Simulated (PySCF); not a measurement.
Isomers of C3H7OP, mass 90.023 u with the commonest isotopes. Computed with PBE0-D3(BJ)/def2-SVP geometry optimisation, gas phase (PySCF). One conformer each, none proved a minimum here; rigid rotors.

Question: Order these by rotational constant C, smallest first.
A. `O=P1(C)CC1`
B. `O=[P@@H]1[C@H](C)C1`
C. `[CH3:1][PH:2][C:3]([CH3:4])=[O:5]` with C1–P2–C3–C4 48°

Answer: C (2196 MHz), B (2674 MHz), A (3029 MHz).

Question: Order these by dipole moment, largest first.
A. `CP1(=O)CC1`
B. `[CH3:1][PH:2][C:3]([CH3:4])=[O:5]` with C1–P2–C3–C4 48°
C. `C[C@@H]1C[P@@H]1=O`

Answer: A (3.99 D), C (3.79 D), B (3.11 D).

Question: Order these by out-of-plane moment Σ m c² = (Ia + Ib − Ic)/2, largest first.
A. `C[C@@H]1C[P@@H]1=O`
B. `CP1(=O)CC1`
C. `[CH3:1][PH:2][C:3]([CH3:4])=[O:5]` with C1–P2–C3–C4 48°

Answer: B (22.70 u·Å²), A (18.41 u·Å²), C (14.08 u·Å²).

| SMILES | point group | Ia (u·Å²) | Ib (u·Å²) | Ic (u·Å²) | κ | μa (D) | μb (D) | μc (D) |
| --- | --- | --- | --- | --- | --- | --- | --- | --- |
| C[C@@H]1C[P@@H]1=O | C1 | 74.24 | 151.60 | 189.02 | -0.68 | 2.65 | 2.41 | 1.24 |
| CP1(=O)CC1 | – | 91.27 | 120.95 | 166.82 | -0.08 | 1.90 | 3.51 | 0.01 |
| CPC(C)=O | C1 | 82.62 | 175.67 | 230.13 | -0.65 | 1.85 | 2.48 | 0.32 |
